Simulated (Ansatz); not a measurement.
CS$_{2}$, singlet in cc-pV(D+d)Z: errors against RCCSDT(Q)

Geometry: MP2(full)/6-31G*, from the G2/97 set.

```yaml
atoms:
  - { symbol: S, position_ang: [0.0000, 0.0000, 1.5611] }
  - { symbol: C, position_ang: [0.0000, 0.0000, 0.0000] }
  - { symbol: S, position_ang: [0.0000, 0.0000, -1.5611] }
```

Basis cc-pV(D+d)Z; Ansatz 0.2.0. Correlated methods freeze the noble-gas cores, which leaves 16 electrons in 49 orbitals. R marks a restricted (for open shells ROHF) determinant. Active spaces: valence = (16e, 12o) chosen from the atoms' valence shells.

Full CI isn't at hand for all of this; RCCSDT(Q) serves as the reference, and is uncertain by about the last step of the cluster series.

The UHF ⟨S²⟩ is 0.000 and the T1 diagnostic (RCCSD) is 0.0210. The largest doubles amplitude (RCCSD) is 0.083.

**Question.** From what is known of these methods and the diagnostics, rank them by the size of their error in total energy against RCCSDT(Q) in cc-pV(D+d)Z, smallest first (an estimate: the text doesn't fix the numbers).
A. MRCISD (valence space)
B. RHF
C. RCCSD
D. CASSCF (valence space)
E. RCCSDT

**Answer.** E (59 meV), C (727 meV), A (898 meV), D (8094 meV), B (11889 meV).

All errors are against RCCSDT(Q) in cc-pV(D+d)Z. Within each family the higher level lies nearer, as is usual though not guaranteed.

Natural occupations of CASSCF (valence space) about the gap: 1.969 1.962 1.962 1.954 1.954 0.086 0.086 0.034 0.023; effectively unpaired electrons, Σ n²(2−n)², 0.09.

Atomization energy (electronic, same basis, no zero-point term; atoms at the same level, unrestricted beside the R rows where the molecule is a closed shell, with restricted open-shell steps beyond CCSDT(Q)) at RCCSDT(Q): 1056.0 kJ/mol. Errors of other levels:

| level | error (kJ/mol) |
| --- | --- |
| RHF | -387.7 |
| RMP2 | 69.2 |
| CISD | -174.6 |
| RCCSD | -57.4 |
| RCCSD(T) | -4.6 |
| BCCD(T) | -3.9 |
| RCCSDT | -5.1 |
| CASSCF (valence space) | -37.7 |
| NEVPT2 (valence space) | 16.1 |
| NEVPT4(SD) (valence space) | -6.4 |
| MRCISD (valence space) | -59.1 |
| MRCISD+Q (valence space) | -18.5 |

This basis is far from its limit, so the value isn't to be set against a measured one. Truncated CI isn't size-consistent, which counts against it in atomization.
